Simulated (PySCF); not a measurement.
PySCF input (TPSS/def2-TZVPD):

```python
from pyscf import gto, scf, dft

mol = gto.M(
    atom='''
    O    -0.00091616   -0.01015443    0.67280603
    C     0.00071614    0.00793741   -0.52591197
    H    -0.00265489    0.95544190   -1.09932737
    H     0.00568738   -0.92183092   -1.12764904
    ''',
    basis='def2-tzvpd',
    charge=0,
    spin=0,
    verbose=4,
)

mf = dft.RKS(mol, xc='tpss').density_fit(auxbasis='def2-universal-jkfit')
mf.grids.level = 3
mf.conv_tol = 1e-9
mf.max_cycle = 100
mf.max_memory = 1500
mf.kernel()
if not mf.converged:
    mf = mf.newton()
    mf.kernel(mf.make_rdm1())
mf.analyze()
```

End of the output:

```
Extra cycle  E= -114.568300833739  delta_E= 1.42e-12  |g|= 2.77e-06  |ddm|= 2.18e-06
converged SCF energy = -114.568300833739
**** SCF Summaries ****
Total Energy =                        -114.568300833738505
Nuclear Repulsion Energy =              31.398227702765190
One-electron Energy =                 -217.727917373182208
Two-electron Energy =                   71.761388836678520
Two-electron Coulomb Energy =           86.499481010726626
DFT Exchange-Correlation Energy =      -14.738092174048099
HOMO-LUMO gap [eV] =                     3.985510994302827
**** MO energy ****
MO #1   energy= -18.9049073375663  occ= 2
MO #2   energy= -10.0849223557248  occ= 2
MO #3   energy= -1.00026966004751  occ= 2
MO #4   energy= -0.592326205362571 occ= 2
MO #5   energy= -0.456454510186077 occ= 2
MO #6   energy= -0.408308687851378 occ= 2
MO #7   energy= -0.371801881235616 occ= 2
MO #8   energy= -0.234180078672505 occ= 2
MO #9   energy= -0.087715249891879 occ= 0
MO #10  energy= 0.00183625535014897 occ= 0
MO #11  energy= 0.0472730079043723 occ= 0
MO #12  energy= 0.0499524177735344 occ= 0
MO #13  energy= 0.0701222230504293 occ= 0
MO #14  energy= 0.0953827842200682 occ= 0
MO #15  energy= 0.110515455352615  occ= 0
MO #16  energy= 0.114439063585525  occ= 0
MO #17  energy= 0.157126350418228  occ= 0
MO #18  energy= 0.182060098382372  occ= 0
MO #19  energy= 0.211057095612198  occ= 0
MO #20  energy= 0.24492891461571   occ= 0
MO #21  energy= 0.246648822280133  occ= 0
MO #22  energy= 0.26341736809023   occ= 0
MO #23  energy= 0.270026365893129  occ= 0
MO #24  energy= 0.296667060259382  occ= 0
MO #25  energy= 0.297387571989199  occ= 0
MO #26  energy= 0.323317000338651  occ= 0
MO #27  energy= 0.347968476287296  occ= 0
MO #28  energy= 0.361324567652793  occ= 0
MO #29  energy= 0.385171177131586  occ= 0
MO #30  energy= 0.415914779167047  occ= 0
MO #31  energy= 0.42050847501747   occ= 0
MO #32  energy= 0.447566459264831  occ= 0
MO #33  energy= 0.478576205326458  occ= 0
MO #34  energy= 0.518538592476958  occ= 0
MO #35  energy= 0.554452324404264  occ= 0
MO #36  energy= 0.55669390559243   occ= 0
MO #37  energy= 0.643976419322225  occ= 0
MO #38  energy= 0.666144472628161  occ= 0
MO #39  energy= 0.669507002632967  occ= 0
MO #40  energy= 0.744813296576304  occ= 0
MO #41  energy= 0.791886696266754  occ= 0
MO #42  energy= 0.820043598954097  occ= 0
MO #43  energy= 0.911069538013322  occ= 0
MO #44  energy= 0.949596385750404  occ= 0
MO #45  energy= 0.978812248190504  occ= 0
MO #46  energy= 1.03319927511059   occ= 0
MO #47  energy= 1.05944885075654   occ= 0
MO #48  energy= 1.15039439468379   occ= 0
MO #49  energy= 1.4943508621536    occ= 0
MO #50  energy= 1.5868970865365    occ= 0
MO #51  energy= 1.62988496212338   occ= 0
MO #52  energy= 1.64153612235364   occ= 0
MO #53  energy= 1.7160333010441    occ= 0
MO #54  energy= 1.78976022116057   occ= 0
MO #55  energy= 1.84230446081894   occ= 0
MO #56  energy= 1.88734040322814   occ= 0
MO #57  energy= 1.89232970809233   occ= 0
MO #58  energy= 2.01463261534936   occ= 0
MO #59  energy= 2.19999420169098   occ= 0
MO #60  energy= 2.23068219971328   occ= 0
MO #61  energy= 2.25452820759516   occ= 0
MO #62  energy= 2.46144669914083   occ= 0
MO #63  energy= 2.47997264569276   occ= 0
MO #64  energy= 2.62420142593885   occ= 0
MO #65  energy= 2.65214174316199   occ= 0
MO #66  energy= 2.72398504308889   occ= 0
MO #67  energy= 2.98083844180242   occ= 0
MO #68  energy= 2.98115093060923   occ= 0
MO #69  energy= 3.04359075624704   occ= 0
MO #70  energy= 3.08966275422839   occ= 0
MO #71  energy= 3.11971222752037   occ= 0
MO #72  energy= 3.16933964291378   occ= 0
MO #73  energy= 3.22285427222819   occ= 0
MO #74  energy= 3.25682572077207   occ= 0
MO #75  energy= 3.35535406363022   occ= 0
MO #76  energy= 3.56713198447158   occ= 0
MO #77  energy= 3.76814492700719   occ= 0
MO #78  energy= 3.8067403503069    occ= 0
MO #79  energy= 4.1293262297654    occ= 0
MO #80  energy= 4.35786468093224   occ= 0
MO #81  energy= 4.53982649056207   occ= 0
MO #82  energy= 5.14727602520732   occ= 0
MO #83  energy= 5.17045601893352   occ= 0
MO #84  energy= 5.4976059197746    occ= 0
MO #85  energy= 5.66971593460826   occ= 0
MO #86  energy= 6.06173881713462   occ= 0
MO #87  energy= 6.23579964096681   occ= 0
MO #88  energy= 6.3461325109101    occ= 0
MO #89  energy= 6.40529367497273   occ= 0
MO #90  energy= 6.42922249067653   occ= 0
MO #91  energy= 6.744364818042     occ= 0
MO #92  energy= 6.81513907261486   occ= 0
MO #93  energy= 7.11391779058187   occ= 0
MO #94  energy= 22.5359995622769   occ= 0
MO #95  energy= 43.8054840061802   occ= 0
 ** Mulliken pop on meta-lowdin orthogonal AOs  **
 ** Mulliken pop  **
pop of  0 O 1s            1.99996
pop of  0 O 2s            1.68612
pop of  0 O 3s            0.00862
pop of  0 O 4s            0.00039
pop of  0 O 5s            0.00041
pop of  0 O 6s            0.00033
pop of  0 O 2px           1.26213
pop of  0 O 2py           1.85180
pop of  0 O 2pz           1.49695
pop of  0 O 3px           0.00083
pop of  0 O 3py           0.00770
pop of  0 O 3pz           0.00137
pop of  0 O 4px           0.00003
pop of  0 O 4py           0.00018
pop of  0 O 4pz           0.00052
pop of  0 O 5px           0.00001
pop of  0 O 5py           0.00029
pop of  0 O 5pz           0.00063
pop of  0 O 3dxy          0.00000
pop of  0 O 3dyz          0.00187
pop of  0 O 3dz^2         0.01051
pop of  0 O 3dxz          0.00300
pop of  0 O 3dx2-y2       0.00003
pop of  0 O 4dxy          0.00000
pop of  0 O 4dyz          0.00013
pop of  0 O 4dz^2         0.00165
pop of  0 O 4dxz          0.00001
pop of  0 O 4dx2-y2       0.00000
pop of  0 O 5dxy          0.00000
pop of  0 O 5dyz          0.00031
pop of  0 O 5dz^2         0.00014
pop of  0 O 5dxz          0.00014
pop of  0 O 5dx2-y2       0.00001
pop of  0 O 4f-3          0.00001
pop of  0 O 4f-2          0.00000
pop of  0 O 4f-1          0.00015
pop of  0 O 4f+0          0.00083
pop of  0 O 4f+1          0.00017
pop of  0 O 4f+2          0.00001
pop of  0 O 4f+3          0.00000
pop of  1 C 1s            1.99993
pop of  1 C 2s            1.01704
pop of  1 C 3s            0.00852
pop of  1 C 4s            0.00068
pop of  1 C 5s            0.00007
pop of  1 C 6s            0.00008
pop of  1 C 2px           0.72932
pop of  1 C 2py           1.11433
pop of  1 C 2pz           0.90141
pop of  1 C 3px           0.00104
pop of  1 C 3py           0.00632
pop of  1 C 3pz           0.01257
pop of  1 C 4px           0.00001
pop of  1 C 4py           0.00090
pop of  1 C 4pz           0.00182
pop of  1 C 3dxy          0.00000
pop of  1 C 3dyz          0.00671
pop of  1 C 3dz^2         0.00219
pop of  1 C 3dxz          0.00202
pop of  1 C 3dx2-y2       0.00153
pop of  1 C 4dxy          0.00000
pop of  1 C 4dyz          0.00005
pop of  1 C 4dz^2         0.00012
pop of  1 C 4dxz          0.00041
pop of  1 C 4dx2-y2       0.00013
pop of  1 C 5dxy          0.00000
pop of  1 C 5dyz          0.00097
pop of  1 C 5dz^2         0.00008
pop of  1 C 5dxz          0.00020
pop of  1 C 5dx2-y2       0.00025
pop of  1 C 4f-3          0.00036
pop of  1 C 4f-2          0.00000
pop of  1 C 4f-1          0.00056
pop of  1 C 4f+0          0.00143
pop of  1 C 4f+1          0.00028
pop of  1 C 4f+2          0.00082
pop of  1 C 4f+3          0.00003
pop of  2 H 1s            0.90941
pop of  2 H 2s            0.00704
pop of  2 H 3s            0.00326
pop of  2 H 2px           0.00001
pop of  2 H 2py           0.00090
pop of  2 H 2pz           0.00129
pop of  2 H 3px           0.00019
pop of  2 H 3py           0.00093
pop of  2 H 3pz           0.00226
pop of  3 H 1s            0.90941
pop of  3 H 2s            0.00704
pop of  3 H 3s            0.00326
pop of  3 H 2px           0.00001
pop of  3 H 2py           0.00090
pop of  3 H 2pz           0.00129
pop of  3 H 3px           0.00019
pop of  3 H 3py           0.00093
pop of  3 H 3pz           0.00226
 ** Mulliken atomic charges  **
charge of    0O =     -0.33725
charge of    1C =      0.18782
charge of    2H =      0.07471
charge of    3H =      0.07472
Dipole moment(X, Y, Z, Debye):  0.00307,  0.03401, -2.25385
```
